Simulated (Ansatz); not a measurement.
# CH₃B (triplet): wave-function methods side by side, cc-pVDZ

The task here is to estimate one member of a computed series from the others.

Computed with Ansatz 0.2.0, Gaussian basis. Level: cc-pVDZ, core rule «outside noble gas», up to 2 orbitals frozen.

To be run: UHF; CCSD(T) on ROHF; CCSD(T) on UHF; BCCD(T) on ROHF; CISD; CCSDT(Q) on ROHF; CCSDT(Q) on UHF; CASSCF and NEVPT2, 10 electrons in 11 orbitals.

20 further runs of the same task are left out: 7 that didn't finish, 13 set aside as unsound or not needed.

## What is computed

The geometry is a PBE0/def2-TZVP stationary point (not a proven minimum).

5 atoms, charge 0, spin multiplicity 3.

Atoms are counted from 1 here; the program's logs count them from 0.

Bond lengths: B1–C2 1.496 Å, B1–H3 1.202 Å, B1–H4 1.196 Å, C2–H5 1.082 Å. Angles: C2–B1–H3 119.8°, C2–B1–H4 120.9°, H3–B1–H4 119.3°, B1–C2–H5 144.8°.

The first run:

File in.yaml:

```yaml
crystal:
  periodic: [false, false, false]
  atoms:
    - {symbol: B, position_ang: [0.000000, 0.050359, 0.739783]}
    - {symbol: C, position_ang: [0.000000, -0.101482, -0.748988]}
    - {symbol: H, position_ang: [0.000000, 1.148901, 1.227395]}
    - {symbol: H, position_ang: [0.000000, -0.908685, 1.455152]}
    - {symbol: H, position_ang: [0.000000, 0.428910, -1.692336]}
basis:
  gaussian: {orbitals: cc-pVDZ}
magnetization: {spin_polarized: true, initial_magnetization: 2}
hamiltonian: {xc: hf}
output: {orbitals: {seedname: orbitals}}
```

On the command line:

```
$ ansatz run in.yaml --threads 1 --pin off --events-out ev --progress --plain --max-ram 2393MiB
```

Steps of the session up to this table: UHF; CCSD(T) on ROHF; CCSD(T) on UHF; BCCD(T) on ROHF; CISD; CCSDT(Q) on ROHF; CCSDT(Q) on UHF; CASSCF and NEVPT2, 10 electrons in 11 orbitals.

One of the session's tables, all rows but one given; the rest of the session is left out.

It belongs to the step «Misses and costs». 

```
        method  from UCCSDT(Q) (kcal/mol)
          ROHF                    +134.42
           UHF                    +130.94
          RMP2                     +25.78
          UMP2                     +25.78
          CISD                     +11.19
         RCCSD                      +3.54
         UCCSD                          ?
      RCCSD(T)                      +0.70
      UCCSD(T)                      +0.69
       BCCD(T)                      +0.69
        RCCSDT                      +0.14
        UCCSDT                      +0.12
     RCCSDT(Q)                      +0.02
     UCCSDT(Q)                          0
CASSCF valence                     +83.13
NEVPT2 valence                     +20.69
```

Q: Estimate the row for UCCSD from the others.

As computed: from UCCSDT(Q) (kcal/mol): +3.48. In the column «from UCCSDT(Q) (kcal/mol)» it lies between RCCSD(T) (+0.70) and RCCSD (+3.54).

With the free atoms at the same levels and basis (separate runs), the atomisation energy is 15.178 eV at UCCSDT(Q), 15.168 eV at RCCSD(T), 15.167 eV at UCCSD(T), 13.199 eV at ROHF.

Limits of these values: Restricted and unrestricted rows rest on different reference determinants; where their highest levels disagree by more than a few hundredths of an eV, they describe different states and don't form one ladder.
